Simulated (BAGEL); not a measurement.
# A workflow on C2H3Al (ethynylalumane)

Aim: a single-point energy (HF/def2-SVP), then a single-point energy (NEVPT2(2,2)/def2-SVP), then the energy (CASPT2(2,2)/def2-SVP) of C2H3Al (ethynylalumane). 

The results are computed with BAGEL 1.2.2.

1 further run of the same task is left out (set aside as unsound or not needed).

### Step 1. The system as given

C2H3Al: 6 atoms, total charge 0, spin state singlet. SMILES: `C#[C][AlH2]`. The Al3–H5 distance was set to 4.423 Å, away from the relaxed value. At this shape a bond of the SMILES string is far longer than usual.

Bond lengths: C1–C2 1.211 Å, C2–Al3 1.906 Å, C1–H4 1.067 Å, Al3–H6 1.580 Å. Angles: C1–C2–Al3 179.9°, C2–C1–H4 180.0°, C2–Al3–H6 118.8°.

### Step 2. The energy at HF/def2-SVP (density fitting with svp-jkfit) (run 1)

The input, calc.json:

```json
{ "bagel" : [

{
  "title" : "molecule",
  "basis" : "svp",
  "df_basis" : "svp-jkfit",
  "angstrom" : true,
  "geometry" : [
    { "atom" : "C", "xyz" : [   -2.218226,   -2.862505,    1.835809 ] },
    { "atom" : "C", "xyz" : [   -1.691526,   -1.789105,    2.027709 ] },
    { "atom" : "Al", "xyz" : [   -0.860626,   -0.100705,    2.328909 ] },
    { "atom" : "H", "xyz" : [   -2.682426,   -3.808005,    1.666509 ] },
    { "atom" : "H", "xyz" : [    1.356700,    1.804700,   -0.990500 ] },
    { "atom" : "H", "xyz" : [   -0.988826,    0.567095,    3.754909 ] }
  ]
},
{ "title" : "hf" },
{ "title" : "print", "file" : "orbitals.molden", "orbitals" : true }

]}
```

On the command line:

```bash
BAGEL_NUM_THREADS=1 BAGEL calc.json > calc.out
```

Log:

```text
* using 1 threads per process

  ===============================================================
  ===============================================================

  *** Geometry ***

  { "atom" : "C", "xyz" : [     -4.191840,     -5.409350,      3.469176 ] },
  { "atom" : "C", "xyz" : [     -3.196521,     -3.380918,      3.831815 ] },
  { "atom" : "Al", "xyz" : [     -1.626347,     -0.190305,      4.401000 ] },
  { "atom" : "H", "xyz" : [     -5.069050,     -7.196087,      3.149246 ] },
  { "atom" : "H", "xyz" : [      2.563791,      3.410389,     -1.871774 ] },
  { "atom" : "H", "xyz" : [     -1.868610,      1.071654,      7.095750 ] },

  Number of auxiliary basis functions:      332

  Since a DF basis is specified, we compute 2- and 3-index integrals:
    o Being stored without compression. Storage requirement is 0.010 GB

  Number of basis functions:       61
  Number of electrons      :       28

    * METHOD: MOLECULE                             0.10

  *** RHF ***

  === Nuclear Repulsion ===
    65.7117299792

      * DIIS with orbital gradients will be used.

  === RHF iteration (svp) ===
      0       -318.79969054          0.01689404           0.02
      1       -318.77008972          0.01431374           0.02
      2       -318.93427453          0.00666697           0.02
      3       -318.96578821          0.00152978           0.02
      4       -318.96734539          0.00061660           0.01
      5       -318.96747393          0.00016427           0.02
      6       -318.96749703          0.00005616           0.01
      7       -318.96750021          0.00001954           0.02
      8       -318.96750056          0.00001136           0.02
      9       -318.96750073          0.00000468           0.02
     10       -318.96750076          0.00000089           0.02
     11       -318.96750076          0.00000049           0.02
     12       -318.96750076          0.00000011           0.02
     13       -318.96750076          0.00000003           0.02
     14       -318.96750076          0.00000001           0.02
     15       -318.96750076          0.00000001           0.02
    * SCF iteration converged.

    * Permanent dipole moment:
           (    1.360541,     1.399219,    -1.673804) a.u.

    * METHOD: HF                                   0.34

    * METHOD: PRINT                                0.02

  ===============================================================
```

Wall time 0.87 s (1 thread of AMD EPYC 7R43 (Zen 3), shared host); peak memory 0.14 GiB.

### Step 3. A single-point energy at NEVPT2(2,2)/def2-SVP (density fitting with svp-jkfit) (run 2)

The input, job.json:

```json
{ "bagel" : [

{
  "title" : "molecule",
  "basis" : "svp",
  "df_basis" : "svp-jkfit",
  "angstrom" : true,
  "geometry" : [
    { "atom" : "C", "xyz" : [   -2.218226,   -2.862505,    1.835809 ] },
    { "atom" : "C", "xyz" : [   -1.691526,   -1.789105,    2.027709 ] },
    { "atom" : "Al", "xyz" : [   -0.860626,   -0.100705,    2.328909 ] },
    { "atom" : "H", "xyz" : [   -2.682426,   -3.808005,    1.666509 ] },
    { "atom" : "H", "xyz" : [    1.356700,    1.804700,   -0.990500 ] },
    { "atom" : "H", "xyz" : [   -0.988826,    0.567095,    3.754909 ] }
  ]
},
{
  "title" : "hf",
  "charge" : 0
},
{
  "title" : "nevpt2",
  "nstate" : 1,
  "nact" : 2,
  "nclosed" : 13,
  "charge" : 0,
  "active" : [14, 15],
  "maxiter" : 200,
  "natocc" : true,
  "ncore" : 7
},
{
  "title" : "print",
  "file" : "orbitals.molden",
  "orbitals" : true
}

]}
```

On the command line:

```bash
BAGEL_NUM_THREADS=1 BAGEL job.json > job.out
```

Log:

```text
* using 1 threads per process

  ===============================================================
  ===============================================================

  *** Geometry ***

  { "atom" : "C", "xyz" : [     -4.191840,     -5.409350,      3.469176 ] },
  { "atom" : "C", "xyz" : [     -3.196521,     -3.380918,      3.831815 ] },
  { "atom" : "Al", "xyz" : [     -1.626347,     -0.190305,      4.401000 ] },
  { "atom" : "H", "xyz" : [     -5.069050,     -7.196087,      3.149246 ] },
  { "atom" : "H", "xyz" : [      2.563791,      3.410389,     -1.871774 ] },
  { "atom" : "H", "xyz" : [     -1.868610,      1.071654,      7.095750 ] },

  Number of auxiliary basis functions:      332

[... 21 lines left out ...]
    * SCF iteration converged.
[... 1 line left out ...]
    * Permanent dipole moment:
[... 28 lines left out ...]
    * Second-order optimization converged. *

     guess   0:   closed 1.                   open ..

  === FCI iteration ===

      0  0      -318.93953311     9.03e-02      0.00
      1  0      -319.08195273     2.34e-02      0.00
      2  0 *    -319.08891127     3.24e-16      0.00

     * ci vector, state   0, <S^2> = 0.0000
       2.     0.7623377937
       .2    -0.6471793325

  === DF-NEVPT2 calculation ===

    * 3-index integral transformation done
    * assembly done

      NEVPT2 correlation energy:   -0.2909602052      0.04

          (+0)     -0.2740830010
          (+0)'    -0.0013795831
          (+1)     -0.0044148176
          (+1)'    -0.0000000000
          (+2)     -0.0000094186
          (-1)     -0.0110245062
          (-1)'     0.0000000000
          (-2)     -0.0000488787

      NEVPT2 total energy:       -319.3798714759

    * METHOD: NEVPT2                               0.81

    * METHOD: PRINT                                0.02

  ===============================================================
```

Run time: 1.7 s. Hardware: 1 thread of AMD EPYC 7R43 (Zen 3), shared host; peak memory 0.14 GiB.

### Step 4. The energy at CASPT2(2,2)/def2-SVP (density fitting with svp-jkfit) (run 3)

The input, caspt2.json:

```json
{ "bagel" : [

{
  "title" : "molecule",
  "basis" : "svp",
  "df_basis" : "svp-jkfit",
  "angstrom" : true,
  "geometry" : [
    { "atom" : "C", "xyz" : [      -2.218226,      -2.862505,       1.835809 ] },
    { "atom" : "C", "xyz" : [      -1.691526,      -1.789105,       2.027709 ] },
    { "atom" : "Al", "xyz" : [      -0.860626,      -0.100705,       2.328909 ] },
    { "atom" : "H", "xyz" : [      -2.682426,      -3.808005,       1.666509 ] },
    { "atom" : "H", "xyz" : [       1.356700,       1.804700,      -0.990500 ] },
    { "atom" : "H", "xyz" : [      -0.988826,       0.567095,       3.754909 ] }
  ]
},

{ "title" : "hf" },

{ "title" : "casscf", "nstate" : 1, "nact" : 2, "nclosed" : 13, "active" : [14, 15], "maxiter" : 200, "natocc" : true },

{ "title" : "print", "file" : "orbitals.molden", "orbitals" : true },

{ "title" : "smith", "method" : "caspt2", "ms" : true, "xms" : true, "sssr" : true, "shift" : 0.2, "shift_imag" : true, "ncore" : 7 }

]}
```

On the command line:

```bash
BAGEL_NUM_THREADS=1 BAGEL caspt2.json > caspt2.out
```

Log:

```text
* using 1 threads per process

  ===============================================================
  ===============================================================

  *** Geometry ***

  { "atom" : "C", "xyz" : [     -4.191840,     -5.409350,      3.469176 ] },
  { "atom" : "C", "xyz" : [     -3.196521,     -3.380918,      3.831815 ] },
  { "atom" : "Al", "xyz" : [     -1.626347,     -0.190305,      4.401000 ] },
  { "atom" : "H", "xyz" : [     -5.069050,     -7.196087,      3.149246 ] },
  { "atom" : "H", "xyz" : [      2.563791,      3.410389,     -1.871774 ] },
  { "atom" : "H", "xyz" : [     -1.868610,      1.071654,      7.095750 ] },

  Number of auxiliary basis functions:      332

[... 21 lines left out ...]
    * SCF iteration converged.
[... 1 line left out ...]
    * Permanent dipole moment:
[... 27 lines left out ...]
    * Second-order optimization converged. *
[... 9 lines left out ...]
     * ci vector, state   0, <S^2> = 0.0000
[... 16 lines left out ...]
    * Zeroth order energy : state  0       -0.3154151937
[... 4 lines left out ...]
       #      aibj      arbs      arbi      airj      risj      airs      arst      rist         Etot      error   time
[... 2 lines left out ...]
       0  -0.27184  -0.00006  -0.01210  -0.00496  -0.00002  -0.00136  -0.00000   0.00000   -0.2903466  0.0002946   0.02
       1  -0.27184  -0.00006  -0.01211  -0.00497  -0.00002  -0.00138  -0.00000   0.00000   -0.2903773  0.0000358   0.02
       2  -0.27184  -0.00006  -0.01211  -0.00497  -0.00002  -0.00138  -0.00000  -0.00000   -0.2903778  0.0000034   0.02
       3  -0.27184  -0.00006  -0.01211  -0.00497  -0.00002  -0.00138  -0.00000  -0.00000   -0.2903778  0.0000004   0.02

      ------------------------------------------------------------------------------------------------------------------

    * CASPT2 energy : state  0     -319.3820466336
        w/o shift correction       -319.3792890529
        reference weight              0.8883607946

    * METHOD: SMITH                                0.13

  ===============================================================
```

It took 1.8 s on 1 thread of AMD EPYC 7R43 (Zen 3), shared host; peak memory 0.14 GiB.

### Step 5. Results

| quantity | value |
| --- | --- |
| run 1, HF/def2-SVP: total energy | -318.96750 Eh |
| run 1, HF/def2-SVP: dipole moment | 6.54 D |
| run 1, HF/def2-SVP: HOMO energy | -6.48 eV |
| run 1, HF/def2-SVP: LUMO energy | -1.86 eV |
| run 1, HF/def2-SVP: HOMO–LUMO gap | 4.62 eV |
| run 2, NEVPT2(2,2)/def2-SVP: total energy | -319.37987 Eh |
| run 3, CASPT2(2,2)/def2-SVP: total energy | -319.38205 Eh |

One bond (run 1, HF/def2-SVP) is far stretched, which a spin-restricted single reference describes badly; a broken-symmetry solution may lie lower.
